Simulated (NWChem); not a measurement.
All runs are NWChem calculations. System: ammonia (H3N), charge 0, spin multiplicity 1, at a geometry optimised with PBE/def2-SVP. Level: RHF/cc-pVQZ.

Part of the output:

```
             Northwest Computational Chemistry Package (NWChem) 7.3.0
             --------------------------------------------------------

                                NWChem Input Module
                                -------------------

 Scaling coordinates for geometry "geometry" by  1.889725989
 (inverse scale =  0.529177249)

 Turning off AUTOSYM since
 SYMMETRY directive was detected!

                             Geometry "geometry" -> ""
                             -------------------------

 Output coordinates in angstroms (scale by  1.889725989 to convert to a.u.)

  No.       Tag          Charge          X              Y              Z
 ---- ---------------- ---------- -------------- -------------- --------------
    1 N                    7.0000     0.00160000     0.12825600     0.00000000
    2 H                    1.0000    -0.47275500    -0.29341200     0.81243000
    3 H                    1.0000    -0.47275500    -0.29341200    -0.81243000
    4 H                    1.0000     0.93430600    -0.31096500     0.00000000

 Effective nuclear repulsion energy (a.u.)      11.7561354315

            Nuclear Dipole moment (a.u.)
            ----------------------------
        X                 Y               Z
 ---------------- ---------------- ----------------
    -0.0000075589     0.0000056692     0.0000000000

      Symmetry information
      --------------------

 Group name             Cs
 Group number              2
 Group order               2
 No. of unique centers     3

      Symmetry unique atoms

     1    2    4


 Summary of "ao basis" -> "" (spherical)
 ------------------------------------------------------------------------------
       Tag                 Description            Shells   Functions and Types
 ---------------- ------------------------------  ------  ---------------------
 *                          cc-pvqz                   on all atoms

 Summary of "ao basis" -> "ao basis" (spherical)
 ------------------------------------------------------------------------------
       Tag                 Description            Shells   Functions and Types
 ---------------- ------------------------------  ------  ---------------------
 N                          cc-pvqz                 15       55   5s4p3d2f1g
 H                          cc-pvqz                 10       30   4s3p2d1f

                                 NWChem SCF Module
                                 -----------------

  ao basis        = "ao basis"
  functions       =   145
  atoms           =     4
  closed shells   =     5
  open shells     =     0
  charge          =   0.00
  wavefunction    = RHF
  use symmetry    = T
  symmetry adapt  = T

 Summary of "ao basis" -> "ao basis" (spherical)
 ------------------------------------------------------------------------------
       Tag                 Description            Shells   Functions and Types
 ---------------- ------------------------------  ------  ---------------------
 N                          cc-pvqz                 15       55   5s4p3d2f1g
 H                          cc-pvqz                 10       30   4s3p2d1f

      Symmetry analysis of basis
      --------------------------

        a'         85
        a"         60

 Forming initial guess at       0.1s

      Superposition of Atomic Density Guess
      -------------------------------------

 Sum of atomic energies:         -55.81241094

      Non-variational initial energy
      ------------------------------

 Total energy =     -56.182689
 1-e energy   =     -97.891878
 2-e energy   =      29.953053
 HOMO         =      -0.387712
 LUMO         =       0.050348

      Symmetry analysis of molecular orbitals - initial
      -------------------------------------------------

  Numbering of irreducible representations:

     1 a'          2 a"

  Orbital symmetries:

     1 a'          2 a'          3 a'          4 a"          5 a'
     6 a'          7 a"          8 a'          9 a"         10 a'
    11 a'         12 a'         13 a"         14 a'         15 a'

 Starting SCF solution at       2.5s

 ----------------------------------------------
         Quadratically convergent ROHF

 Convergence threshold     :          1.000E-07
 Maximum no. of iterations :          100
 Final Fock-matrix accuracy:          1.000E-09
 ----------------------------------------------

              iter       energy          gnorm     gmax       time
             ----- ------------------- --------- --------- --------
                 1      -56.1958194925  6.54D-01  1.59D-01      2.8
                 2      -56.2184061817  1.69D-01  4.59D-02      3.3
                 3      -56.2206267090  1.26D-02  3.93D-03      4.2
                 4      -56.2206477212  1.06D-04  4.19D-05      5.5
                 5      -56.2206477231  6.78D-09  3.00D-09      7.4

       Final RHF  results
       ------------------

         Total SCF energy =    -56.220647723062
      One-electron energy =    -99.260812380538
      Two-electron energy =     31.284029225973
 Nuclear repulsion energy =     11.756135431504

        Time for solution =      4.9s

       Symmetry analysis of molecular orbitals - final
       -----------------------------------------------

  Numbering of irreducible representations:

     1 a'          2 a"

  Orbital symmetries:

     1 a'          2 a'          3 a'          4 a"          5 a'
     6 a'          7 a'          8 a"          9 a"         10 a'
    11 a'         12 a'         13 a'         14 a"         15 a"

             Final eigenvalues
             -----------------

              1
    1  -15.5454
    2   -1.1351
    3   -0.6150
    4   -0.6150
    5   -0.4358
    6    0.1096
    7    0.1824
    8    0.1824
    9    0.3763
   10    0.3763
   11    0.4159
   12    0.5233
   13    0.5502
   14    0.5502
   15    0.5865

                       ROHF Final Molecular Orbital Analysis
                       -------------------------------------

 Vector    3  Occ=2.000000D+00  E=-6.150284D-01  Symmetry=a'
              MO Center=  1.8D-01, -6.6D-02, -5.2D-11, r^2= 9.8D-01
   Bfn.  Coefficient  Atom+Function         Bfn.  Coefficient  Atom+Function
  ----- ------------  ---------------      ----- ------------  ---------------
    12      0.275440  1 N  px                 9      0.232928  1 N  px
   118      0.231824  4 H  s                117      0.162465  4 H  s

 Vector    4  Occ=2.000000D+00  E=-6.150275D-01  Symmetry=a"
              MO Center= -1.9D-01, -6.2D-02,  2.4D-11, r^2= 9.8D-01
   Bfn.  Coefficient  Atom+Function         Bfn.  Coefficient  Atom+Function
  ----- ------------  ---------------      ----- ------------  ---------------
    14      0.275461  1 N  pz                11      0.232946  1 N  pz
    58      0.200766  2 H  s                 88     -0.200766  3 H  s

 Vector    5  Occ=2.000000D+00  E=-4.357826D-01  Symmetry=a'
              MO Center=  3.1D-03,  2.5D-01,  1.7D-16, r^2= 9.2D-01
   Bfn.  Coefficient  Atom+Function         Bfn.  Coefficient  Atom+Function
  ----- ------------  ---------------      ----- ------------  ---------------
    13      0.377634  1 N  py                16      0.325302  1 N  py
    10      0.274958  1 N  py

 Vector    6  Occ=0.000000D+00  E= 1.095899D-01  Symmetry=a'
              MO Center= -4.9D-03, -3.9D-01,  1.0D-15, r^2= 5.7D+00
   Bfn.  Coefficient  Atom+Function         Bfn.  Coefficient  Atom+Function
  ----- ------------  ---------------      ----- ------------  ---------------
     5      4.443785  1 N  s                 58     -1.107505  2 H  s
    88     -1.107505  3 H  s                118     -1.107510  4 H  s
    59     -1.044456  2 H  s                 89     -1.044456  3 H  s
   119     -1.044456  4 H  s                 16     -0.988647  1 N  py
     4      0.796865  1 N  s                 13     -0.555379  1 N  py

 Vector    7  Occ=0.000000D+00  E= 1.823777D-01  Symmetry=a'
              MO Center=  7.6D-01, -6.0D-01, -4.8D-13, r^2= 5.8D+00
   Bfn.  Coefficient  Atom+Function         Bfn.  Coefficient  Atom+Function
  ----- ------------  ---------------      ----- ------------  ---------------
   119      2.656908  4 H  s                 15     -1.324087  1 N  px
    59     -1.328452  2 H  s                 89     -1.328452  3 H  s
   126     -0.324631  4 H  px               118      0.296574  4 H  s
    12     -0.250813  1 N  px                68      0.156316  2 H  pz
    98     -0.156316  3 H  pz

 Vector    8  Occ=0.000000D+00  E= 1.823778D-01  Symmetry=a"
              MO Center= -7.7D-01, -5.8D-01, -1.2D-12, r^2= 5.8D+00
   Bfn.  Coefficient  Atom+Function         Bfn.  Coefficient  Atom+Function
  ----- ------------  ---------------      ----- ------------  ---------------
    59      2.300947  2 H  s                 89     -2.300947  3 H  s
    17     -1.324188  1 N  pz                58      0.256837  2 H  s
    88     -0.256837  3 H  s                 14     -0.250832  1 N  pz
    68     -0.236127  2 H  pz                98     -0.236127  3 H  pz
    66      0.157796  2 H  px                96     -0.157796  3 H  px

 center of mass
 --------------
 x =   0.00123343 y =   0.09890761 z =   0.00000000

 moments of inertia (a.u.)
 ------------------
           6.374709850668           0.039007411102           0.000000000000
           0.039007411102           9.501509183986           0.000000000000
           0.000000000000           0.000000000000           6.374226302762

  Mulliken analysis of the total density
  --------------------------------------

    Atom       Charge   Shell Charges
 -----------   ------   -------------------------------------------------------
    1 N    7     7.52   1.99 -0.02  0.35  0.87  0.29  0.33  1.11  1.71  0.84  0.00  0.01  0.02  0.00  0.00  0.00
    2 H    1     0.83   0.07  0.29  0.35  0.05  0.00  0.02  0.04  0.00  0.01  0.00
    3 H    1     0.83   0.07  0.29  0.35  0.05  0.00  0.02  0.04  0.00  0.01  0.00
    4 H    1     0.83   0.07  0.29  0.35  0.05  0.00  0.02  0.04  0.00  0.01  0.00

       Multipole analysis of the density wrt the origin
       ------------------------------------------------

     L   x y z        total         open         nuclear
     -   - - -        -----         ----         -------
     0   0 0 0     -0.000000      0.000000     10.000000

     1   1 0 0     -0.008623      0.000000     -0.000008
     1   0 1 0     -0.691143      0.000000      0.000006
     1   0 0 1      0.000000      0.000000      0.000000

     2   2 0 0     -4.665341      0.000000      4.713591
     2   1 1 0     -0.025542      0.000000     -0.041696
     2   1 0 1      0.000000      0.000000      0.000000
     2   0 2 0     -6.712564      0.000000      1.371387
     2   0 1 1     -0.000000      0.000000      0.000000
     2   0 0 2     -4.665027      0.000000      4.714108

 Task  times  cpu:        7.5s     wall:        7.5s

 Total times  cpu:        7.5s     wall:        7.5s
```

Problem. Write an NWChem input that would produce this output.

Solution. One answer among several that fit: 
```
start mol
memory heap 200 mb stack 900 mb global 1100 mb
geometry units angstroms nocenter noautoz
  N      0.001600     0.128256     0.000000
  H     -0.472755    -0.293412     0.812430
  H     -0.472755    -0.293412    -0.812430
  H      0.934306    -0.310965     0.000000
  symmetry group Cs
end
basis spherical
  * library cc-pvqz
end
scf
  rhf
  nopen 0
  maxiter 100
  thresh 1e-7
  semidirect memsize 60000000 filesize 0
end
task scf energy
```
